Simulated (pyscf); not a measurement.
`[SiH2][SiH2][PH2]` [doublet] + `[H][H]` -> `[SiH3][SiH2][PH2]` + `[H]` [doublet], a hydrogen abstraction (doublet surface; H–H broken, H–Si formed). Optimised with ωB97X-D3(BJ)/def2-SVP in PySCF. Energies in eV from the separated reactants.

AM1 to PM7: differences of heats of formation from MOPAC, which are fitted to 298 K values and so differ in kind from electronic energies by zero-point and thermal terms. Open shells are spin-unrestricted. 

Quick AM1 single points give ΔE‡ = 1.41 eV and ΔE = +1.59 eV. What does ωB97M-D3(BJ)/def2-TZVP give, and how far is the quick result from it?

ωB97M-D3(BJ)/def2-TZVP gives ΔE‡ = 0.80 eV and ΔE = +0.63 eV. AM1 lies 0.61 eV over it in the barrier and 0.96 eV over it in the reaction energy, so on this step it does not hold to within 0.13 eV. At AM1 this geometry lies under one side, so its ΔE‡ may be no barrier of that level. ωB97M-D3(BJ)/def2-TZVP has limits of its own. •H₂Si–SiH₂–PH₂ lies 0.60 eV over its isomer H₃Si–P•–SiH₃ (electronic energy, ωB97M-D3(BJ)/def2-TZVP). H₃Si–SiH₂–PH₂ lies 0.25 eV over its isomer H₃Si–PH–SiH₃ (electronic energy, ωB97M-D3(BJ)/def2-TZVP). One saddle was located; it need not be the lowest between these sides. The angle at the transferred H is 179°.
